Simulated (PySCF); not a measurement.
PySCF input (TPSSh/def2-TZVPD):

```python
from pyscf import gto, scf, dft

mol = gto.M(
    atom='''
    C    -0.01250278   -0.16829834    1.14391076
    N     0.06210633    0.65089648    0.00291556
    C    -0.01858037   -0.15746407   -1.14536995
    H     0.80260144   -0.95701479    1.22954715
    H     0.04682900    0.42338074    2.07234418
    H    -0.96149308   -0.78871542    1.23502697
    H     0.79603786   -0.94531417   -1.24279419
    H     0.03583597    0.44297756   -2.06846351
    H    -0.96805666   -0.77701480   -1.23731438
    ''',
    basis='def2-tzvpd',
    charge=-1,
    spin=0,
    verbose=4,
)

mf = dft.RKS(mol, xc='tpssh').density_fit(auxbasis='def2-universal-jkfit')
mf.grids.level = 3
mf.conv_tol = 1e-9
mf.max_cycle = 100
mf.max_memory = 1500
mf.kernel()
if not mf.converged:
    mf = mf.newton()
    mf.kernel(mf.make_rdm1())
mf.analyze()
```

End of the output:

```
Extra cycle  E= -134.579814423201  delta_E= 4.17e-11  |g|= 1.46e-05  |ddm|= 0.000433
converged SCF energy = -134.579814423201
**** SCF Summaries ****
Total Energy =                        -134.579814423200560
Nuclear Repulsion Energy =              77.308732943205129
One-electron Energy =                 -339.283951166020245
Two-electron Energy =                  127.395403799614542
Two-electron Coulomb Energy =          147.591281696194386
DFT Exchange-Correlation Energy =      -20.195877896579848
HOMO-LUMO gap [eV] =                     2.323130559462793
**** MO energy ****
MO #1   energy= -13.9454233549874  occ= 2
MO #2   energy= -9.91739078779946  occ= 2
MO #3   energy= -9.91738721075727  occ= 2
MO #4   energy= -0.613783508005028 occ= 2
MO #5   energy= -0.453646300277867 occ= 2
MO #6   energy= -0.350350076480403 occ= 2
MO #7   energy= -0.209282894507998 occ= 2
MO #8   energy= -0.197987716703352 occ= 2
MO #9   energy= -0.19095725598401  occ= 2
MO #10  energy= -0.140701593179267 occ= 2
MO #11  energy= -0.118859576019263 occ= 2
MO #12  energy= 0.00465254396189607 occ= 2
MO #13  energy= 0.0726798781426297 occ= 2
MO #14  energy= 0.158053352237456  occ= 0
MO #15  energy= 0.172714603610035  occ= 0
MO #16  energy= 0.215385207540291  occ= 0
MO #17  energy= 0.231842135831484  occ= 0
MO #18  energy= 0.237503984466344  occ= 0
MO #19  energy= 0.243562321133524  occ= 0
MO #20  energy= 0.259862662510397  occ= 0
MO #21  energy= 0.279569853226337  occ= 0
MO #22  energy= 0.287085433608916  occ= 0
MO #23  energy= 0.306759518746123  occ= 0
MO #24  energy= 0.310543614735316  occ= 0
MO #25  energy= 0.31434087435797   occ= 0
MO #26  energy= 0.343707702353948  occ= 0
MO #27  energy= 0.352688373441812  occ= 0
MO #28  energy= 0.368878248636855  occ= 0
MO #29  energy= 0.375796700398177  occ= 0
MO #30  energy= 0.396181740285488  occ= 0
MO #31  energy= 0.418715258689147  occ= 0
MO #32  energy= 0.421322594724788  occ= 0
MO #33  energy= 0.430497576638967  occ= 0
MO #34  energy= 0.440953000221834  occ= 0
MO #35  energy= 0.447017663046373  occ= 0
MO #36  energy= 0.449759445553717  occ= 0
MO #37  energy= 0.456056561053369  occ= 0
MO #38  energy= 0.462542023754734  occ= 0
MO #39  energy= 0.463290965822308  occ= 0
MO #40  energy= 0.471373233698455  occ= 0
MO #41  energy= 0.48885314018112   occ= 0
MO #42  energy= 0.490373052382987  occ= 0
MO #43  energy= 0.504487670135376  occ= 0
MO #44  energy= 0.530162444602675  occ= 0
MO #45  energy= 0.539931864010411  occ= 0
MO #46  energy= 0.546977281197559  occ= 0
MO #47  energy= 0.57498836088763   occ= 0
MO #48  energy= 0.588529864774631  occ= 0
MO #49  energy= 0.598630779027048  occ= 0
MO #50  energy= 0.609824560281301  occ= 0
MO #51  energy= 0.611832358645435  occ= 0
MO #52  energy= 0.616018598074442  occ= 0
MO #53  energy= 0.635938539598567  occ= 0
MO #54  energy= 0.674106359089241  occ= 0
MO #55  energy= 0.677468122768773  occ= 0
MO #56  energy= 0.687678934226512  occ= 0
MO #57  energy= 0.701491304108983  occ= 0
MO #58  energy= 0.732155142524621  occ= 0
MO #59  energy= 0.774835213934621  occ= 0
MO #60  energy= 0.792731206819104  occ= 0
MO #61  energy= 0.811410096986135  occ= 0
MO #62  energy= 0.841185813865885  occ= 0
MO #63  energy= 0.842386194610508  occ= 0
MO #64  energy= 0.85020335041807   occ= 0
MO #65  energy= 0.880764113405926  occ= 0
MO #66  energy= 0.885260905449243  occ= 0
MO #67  energy= 0.900196960768956  occ= 0
MO #68  energy= 0.93004886397287   occ= 0
MO #69  energy= 0.950404786946574  occ= 0
MO #70  energy= 0.972286877026365  occ= 0
MO #71  energy= 0.990534277408097  occ= 0
MO #72  energy= 1.01394209234962   occ= 0
MO #73  energy= 1.06385322233587   occ= 0
MO #74  energy= 1.08477599026071   occ= 0
MO #75  energy= 1.09249126065632   occ= 0
MO #76  energy= 1.14705380609861   occ= 0
MO #77  energy= 1.1839320399021    occ= 0
MO #78  energy= 1.22228604842951   occ= 0
MO #79  energy= 1.22251877022036   occ= 0
MO #80  energy= 1.3056922875598    occ= 0
MO #81  energy= 1.32493091812733   occ= 0
MO #82  energy= 1.40483410655242   occ= 0
MO #83  energy= 1.41537203878398   occ= 0
MO #84  energy= 1.42681981096092   occ= 0
MO #85  energy= 1.52220520422098   occ= 0
MO #86  energy= 1.65173154683799   occ= 0
MO #87  energy= 1.7721668065467    occ= 0
MO #88  energy= 1.79477924203036   occ= 0
MO #89  energy= 1.84201687211105   occ= 0
MO #90  energy= 1.88871580591715   occ= 0
MO #91  energy= 1.92251401809059   occ= 0
MO #92  energy= 1.93331309743216   occ= 0
MO #93  energy= 1.95043765770418   occ= 0
MO #94  energy= 1.99661541887545   occ= 0
MO #95  energy= 2.00161098166993   occ= 0
MO #96  energy= 2.01147602556347   occ= 0
MO #97  energy= 2.02364311775715   occ= 0
MO #98  energy= 2.08558133558973   occ= 0
MO #99  energy= 2.17276253336084   occ= 0
MO #100 energy= 2.19530453313523   occ= 0
MO #101 energy= 2.22368457943298   occ= 0
MO #102 energy= 2.26284391116359   occ= 0
MO #103 energy= 2.32843458682955   occ= 0
MO #104 energy= 2.33068275540194   occ= 0
MO #105 energy= 2.36729827969725   occ= 0
MO #106 energy= 2.44392278190173   occ= 0
MO #107 energy= 2.51466322262401   occ= 0
[...]
```

It need not be the lowest isomer of its formula. Whether it binds its extra electron was not tested at this geometry.
